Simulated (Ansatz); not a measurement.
A structure of C relaxed with PBEsol (plane waves to 420 eV, PAW, scalar-relativistic; Ansatz, a program for electronic structure); single points at other levels follow on the same geometry (Ansatz, PAW; HSE06 at 420 eV on a 10×10×10 k-mesh; no spin-orbit coupling). Space group Fd-3m (No. 227).

```
CELL_PARAMETERS angstrom
      0.00000     1.77683     1.77683
      1.77683     0.00000     1.77683
      1.77683     1.77683     0.00000
ATOMIC_POSITIONS crystal
  C  0.50000 0.50000 0.50000
  C  0.75000 0.75000 0.75000
```

```json
[
 {"level": "PBEsol", "gap (eV)": "4.04", "kind": "indirect", "conduction minimum": "75 % of the way from Γ to X"},
 {"level": "HSE06", "gap (eV)": "…", "kind": "–", "conduction minimum": "…"}
]
```

Q: Complete the blanks.

A: 
- HSE06, gap (eV): 5.32
- HSE06, conduction minimum: k = (0.375, 0, 0.375)

HSE06 gaps come from a coarse mesh plus a few chosen points, so they may be too large. No spin polarisation in the result.

Measured for C: a 3.553 Å (static lattice; corrected from measurement; as listed in Daniel Mejia-Rodriguez, S. B. Trickey, Phys. Rev. B (2018)); gap 5.85 eV (static lattice; corrected from measurement; as listed in Wei Chen et al., Physical Review Materials (2018)). Computed minus measured — a: PBEsol 0.0 %; gap: PBEsol -1.81 eV, HSE06 -0.53 eV. The computed values are for a static lattice, and a measured gap can be an optical one, lowered by exciton binding.

The run could not lose the symmetry of its start; a randomly shaken copy of 4 atoms returns to this structure.

All atoms sit on sites fixed by symmetry, so only the cell could relax.
